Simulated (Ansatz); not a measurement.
The cluster NaH₂. Charge 0, multiplicity 4. Geometry r2SCAN-D4/def2-TZVP; atoms count from 1.

```xyz
3

Na   -0.2368   -3.2652    2.3998
H     1.4641    2.9659   -1.5081
H    -1.2273    0.2993   -0.8917
```

In the quartet geometry the species has come apart into loosely held pieces. At PBE0-D4/def2-TZVP a doublet of charge 0 lies 4.53 eV below the quartet, each at its own geometry. The structure comes from a short search, and lower isomers may exist.

Question: Estimate the Mulliken populations from the PBE0/def2-TZVP orbitals of Ansatz.

Answer: 
```
atom  charge (e)  spin (α − β)
 Na1        0.00          1.00
  H2        0.00          1.00
  H3        0.00          1.00
```
Mulliken values and Mayer orders depend strongly on the basis.

Question: Where does the spin sit?

Answer: Summed by element: Na 1.00, H 2.00, of 3 unpaired in all. Largest on single atoms: Na1 1.00, H2 1.00, H3 1.00.
